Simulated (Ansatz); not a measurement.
**Relaxing Mg2C3**

The calculation used Ansatz, DFT PBE, scalar-relativistic, plane waves, PAW. Cutoff 420 eV, Γ-centred k mesh, Gaussian smearing, no spin polarisation in the final step.

The start puts Mg2C3 on the corundum structure type (R-3c, No. 167), with Mg in place of Al, C in place of O, at a guessed volume.

```
Mg C
1.0
     2.73475    1.57891    4.97766
    -2.73475    1.57891    4.97766
     0.00000   -3.15782    4.97766
Mg C
4 6
Direct
  0.85218 0.85218 0.85218
  0.64782 0.64782 0.64782
  0.14782 0.14782 0.14782
  0.35218 0.35218 0.35218
  0.05625 0.44375 0.75000
  0.75000 0.05625 0.44375
  0.44375 0.75000 0.05625
  0.94375 0.55625 0.25000
  0.25000 0.94375 0.55625
  0.55625 0.25000 0.94375
```

Steps on the 6×6×6 mesh (10 atoms). 12 of 16 steps are shown, and the free energy counts from the last. Trial steps that were taken back and renewals of the plane-wave basis can be among the rows.

```
step  ΔF (meV/atom) V (Å³/atom) P (GPa) largest force component (eV/Å)
   1         1731.0        12.90     6.06                           0.671
   2         1692.3        13.36     1.88                           0.659
   4         1278.5        14.60   -13.78                           2.964
   5          840.8        14.81   -19.27                           3.610
   6          570.4        15.31   -13.15                           0.488
   8          222.9        13.66   -11.50                           0.486
   9           85.9        12.55    -4.48                           1.233
  11           11.9        11.88    -0.15                           0.123
  12           11.3        11.81     0.32                           0.038
  13            2.2        11.81     0.99                           0.034
  15            0.4        12.00    -0.05                           0.007
  16            0.0        12.00     0.00                           0.008
```

A final relaxation ran on a 12×12×12 mesh. The relaxed crystal, R-3c (No. 167):

```
Mg C
1.0
     2.38751    1.37843    6.08095
    -2.38751    1.37843    6.08095
     0.00000   -2.75686    6.08095
Mg C
4 6
Direct
  0.87474 0.87474 0.87474
  0.62526 0.62526 0.62526
  0.12526 0.12526 0.12526
  0.37474 0.37474 0.37474
  0.93076 0.56924 0.75000
  0.75000 0.93076 0.56924
  0.56924 0.75000 0.93076
  0.06924 0.43076 0.25000
  0.25000 0.06924 0.43076
  0.43076 0.25000 0.06924
```

```yaml
Volume_per_atom: 12.01 Å³
Density: 2.34 g/cm³
Energy_over_the_elements: 0.70 eV/atom
Gap_on_the_12×12×12_mesh: 0 eV (a metal)
```

Energies over the elements count from the elements' standard structures at the same level, with no empirical corrections.

The final run used a 12×12×12 mesh on its 10-atom cell and 0.10 eV smearing. The k mesh leaves about 4 meV/atom of noise in metals.

A structure relaxed within its symmetry needn't be a true minimum.

Cost: 3 runs of about 5.4 core-minutes in all, on Intel Xeon Platinum 8375C (Ice Lake) (shared hosts).